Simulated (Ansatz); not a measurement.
```yaml
crystal:
  periodic: [false, false, false]
  atoms:
    - {symbol: Cu, position_ang: [0.001727, 0.003459, 0.383299]}
    - {symbol: O, position_ang: [0.039145, 1.773305, 0.446749]}
    - {symbol: O, position_ang: [-0.034973, -1.764952, 0.479008]}
    - {symbol: Cl, position_ang: [-1.028246, 2.520620, -0.570568]}
    - {symbol: Cl, position_ang: [1.023267, -2.530589, -0.534237]}
basis:
  gaussian: {orbitals: def2-TZVP}
magnetization: {spin_polarized: true, initial_magnetization: 1}
hamiltonian: {xc: pbe0}
relax: {f_tol: 0.004, max_steps: 80}
```

```sh
$ ansatz run in.yaml --threads 1 --pin off --events-out ev --progress --plain --max-ram 2176MiB
```

Steps of the relaxation (energy above the last step; positions in Å, forces in eV/Å):

```
5
step 1, 146.5 meV
Cu    0.002    0.003    0.383    0.000   -0.001   -0.104
O     0.039    1.773    0.447   -0.010    0.339   -0.020
O    -0.035   -1.765    0.479    0.010   -0.339   -0.014
Cl   -1.028    2.521   -0.571    0.081   -0.169    0.070
Cl    1.023   -2.531   -0.534   -0.080    0.171    0.068
```

```
5
step 2, 137.8 meV
Cu    0.002    0.004    0.397   -0.001   -0.001   -0.122
O     0.043    1.777    0.455    0.037    0.254    0.028
O    -0.039   -1.769    0.487   -0.037   -0.253    0.033
Cl   -1.020    2.494   -0.585    0.035   -0.139    0.032
Cl    1.015   -2.504   -0.550   -0.034    0.139    0.029
```

```
5
step 3, 80.8 meV
Cu    0.002    0.004    0.428    0.000   -0.001   -0.071
O     0.133    1.800    0.477   -0.007   -0.093   -0.018
O    -0.129   -1.791    0.511    0.006    0.092   -0.020
Cl   -1.006    2.302   -0.622    0.050   -0.115    0.055
Cl    1.000   -2.313   -0.590   -0.050    0.116    0.054
```

```
5
step 7, 58.9 meV
Cu    0.001    0.002    0.275    0.000    0.000   -0.038
O     0.383    1.777    0.272   -0.651    0.049   -0.278
O    -0.380   -1.772    0.308    0.649   -0.054   -0.283
Cl   -1.154    2.182   -0.340    0.670   -0.247    0.299
Cl    1.151   -2.187   -0.311   -0.668    0.252    0.300
```

```
5
step 15, 0.1 meV
Cu    0.000    0.000    0.040    0.000    0.000    0.001
O     0.450    1.766    0.022   -0.016   -0.030    0.000
O    -0.449   -1.765    0.058    0.016    0.030   -0.001
Cl   -1.181    2.130    0.028    0.009   -0.004    0.000
Cl    1.182   -2.129    0.056   -0.009    0.004    0.000
```

```
5
step 16, 0.0 meV
Cu    0.000    0.000    0.041    0.000    0.000    0.000
O     0.448    1.764    0.023    0.001    0.001    0.000
O    -0.448   -1.763    0.059   -0.001   -0.001    0.000
Cl   -1.182    2.131    0.027    0.000   -0.001    0.000
Cl    1.182   -2.131    0.055    0.000    0.001    0.000
```

Close pairs at the end: O2–Cl4 1.671 Å, O3–Cl5 1.671 Å, Cu1–O2 1.819 Å, Cu1–O3 1.819 Å, Cu1–Cl5 2.437 Å, Cu1–Cl4 2.437 Å.

A stationary point of unrestricted PBE0 after 16 steps, with ⟨S²⟩ = 0.758 against 0.75 for a pure state; no frequencies were run, so it isn't proven a minimum. 5.1 min on 1 thread of Intel Xeon 6975P-C, shared host.
